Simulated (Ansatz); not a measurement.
Total energies of AlH₃ from Ansatz at PBE-D4/def2-TZVPD, gas phase (1 Eh = 27.2114 eV = 2625.5 kJ/mol). The reference geometry is relaxed at PBE0-D4/def2-TZVP.

```json
{"state": "charge 0 singlet", "geometry": "reference", "energy (Eh)": "-244.05176"}
{"state": "charge -1 doublet", "geometry": "reference", "energy (Eh)": "-244.05978"}
{"state": "free Al atom (doublet)", "geometry": "–", "energy (Eh)": "-242.22767"}
{"state": "free H atom (doublet)", "geometry": "–", "energy (Eh)": "-0.49962"}
```

**Question.** Work out the vertical electron affinity, to the doublet.

**Answer.** E(charge 0 singlet) − E(charge -1 doublet) = -244.05176 − (-244.05978) = 0.00802 Eh = 0.22 eV.

**Question.** What is the binding energy per atom against free atoms?

**Answer.** Atoms: 1 × (-242.22767) + 3 × (-0.49962) = -243.72653 Eh. Binding: -243.72653 − (-244.05176) = 0.32523 Eh = 8.85 eV, or 2.21 eV for each of 4 atoms (no zero-point energy, no counterpoise term).

At PBE-D4/def2-TZVPD the highest occupied level of the charge -1 doublet lies above zero (up to 2.31 eV). Energy differences disagree on whether the electron is bound (positive means bound): 0.22 eV (vertical, to the charge 0 singlet, at PBE-D4/def2-TZVPD), but -0.09 eV at CCSD/def2-TZVPD.
